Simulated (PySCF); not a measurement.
## Nuclear quadrupole coupling in `CC(C)CO`

Species: C4H10O.
Z-matrix (Å and degrees, PBE0-D3(BJ)/def2-SVP geometry), rows numbered from 1:
```
C 
C   1  1.5231
C   2  1.5227  1  111.99
C   2  1.5206  1  111.19  3   124.26
O   4  1.4032  2  109.21  1    59.85
H   1  1.1010  2  111.26  3    61.23
H   1  1.1035  2  110.73  3   -58.45
H   1  1.0988  2  110.60  3  -178.10
H   2  1.1055  1  108.10  3  -119.53
H   3  1.1006  2  111.03  1   -57.74
H   3  1.1016  2  111.83  1  -178.03
H   3  1.1032  2  111.06  1    61.62
H   4  1.1113  2  108.68  1   -62.17
H   4  1.1096  2  108.98  1  -178.21
H   5  0.9610  4  108.57  2  -173.69
```

Field gradients from the PBE0/pcSseg-1 density (PySCF, non-relativistic), principal values in atomic units, ordered |Vxx| ≤ |Vyy| ≤ |Vzz|:

```json
{"atom": "O5", "Vxx": "0.1524", "Vyy": "1.8726", "Vzz": "-2.0249"}
```

Find the asymmetry η = (Vxx − Vyy)/Vzz and the couplings χ = eQV/h (234.96 MHz × Q in barn × V in au), with Q(17O) = −0.0256 b.

| atom | environment | nucleus | η | χzz (MHz) | χxx (MHz) | χyy (MHz) |
| --- | --- | --- | --- | --- | --- | --- |
| O5 | alcohol oxygen | 17O | 0.85 | 12.18 | -0.92 | -11.26 |

What is Vzz at O5 in SI units (1 au = 9.71736 × 10²¹ V/m²)?

-2.0249 au = -19.677 × 10²¹ V/m².

And the gradient at the other heavy atoms, for which no coupling is worked out here?

```
atom             environment  Vzz (au)     η
  C1           methyl carbon    -0.052  0.98
  C2           sp3 CH carbon    -0.042  0.06
  C3           methyl carbon     0.030  0.16
  C4  carbinol carbon (C–OH)     0.337  0.05
```

Were the hydrogens deuterons (Q(2H) = 0.00286 b), χzz would run from 178 kHz (H13) to 321 kHz (H15).

One conformer (not necessarily the lowest) at the PBE0-D3(BJ)/def2-SVP geometry, without solvent, vibrations or thermal averaging. The basis is small and wasn't made for field gradients, so the couplings can be 20 % off.

The run behind these numbers computed NMR shieldings as well. Rough CPU time on one thread of a shared machine: about 9 s.
